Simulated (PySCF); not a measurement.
H2SiNH, optimised at PBE/def2-SVP:

```xyz
5

N      0.1524     0.3033    -1.8247
Si     0.3342    -0.1417    -0.2716
H      0.6179     1.1710    -2.1286
H     -0.3453    -1.4017     0.1578
H      1.0960     0.5166     0.8561
```

Computed with PySCF (xtb for GFN2) and rigid-rotor harmonic-oscillator thermochemistry at 1 bar. 6-31G* has spherical d functions here. All species are closed-shell singlets. B3LYP is the form with VWN-RPA correlation. H2SiNH: computed as isolated molecules; such fragments, hydroxides, amides, oligomers or adducts are transient or little studied in the gas.

### Question
List the harmonic frequencies (cm⁻¹, unscaled) at this level and at the other levels, each on its own geometry.

### Answer
- PBE/def2-SVP: 569, 569, 758, 759, 954, 1074, 2116, 2222, 3466
- B3LYP/6-31G*: 591, 603, 775, 783, 1005, 1118, 2214, 2315, 3561
- GFN2-xTB: 444, 511, 647, 789, 855, 1307, 2223, 2358, 3439
- HF/6-31G*: 594, 697, 800, 831, 1094, 1243, 2390, 2459, 3864
- PBE0/def2-TZVP: 572, 608, 750, 761, 982, 1145, 2200, 2282, 3617
